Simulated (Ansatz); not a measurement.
Species: hydrogen cyanide, CHN, charge 0, multiplicity 1. SMILES: C#N
Geometry: optimised at B3LYP-D3(BJ)/def2-TZVP (Ansatz, a program for electronic structure).

Quantity: vertical ionisation energy (to the doublet state of charge +1; each state is the SCF solution reached for its spin), in eV. Correlated levels leave the core frozen unless marked. Open shells are spin-unrestricted. No spin-orbit coupling. No relativistic terms. CBS marks a two-point X^-3 extrapolation of the correlation energy; Hartree-Fock from the larger set.

```
level               program  vertical ionisation energy (eV)
------------------  -------  -------------------------------
r2SCAN/def2-TZVPD    Ansatz                            13.65
B3LYP/def2-TZVPD     Ansatz                            13.74
BHLYP/def2-TZVPD     Ansatz                            13.37
wB97M-V/def2-TZVPD   Ansatz                            13.62
```

Problem. Predict the CCSD(T)/CBS(def2-TZVPPD,def2-QZVPPD) result (Ansatz).

Solution. 13.88 eV
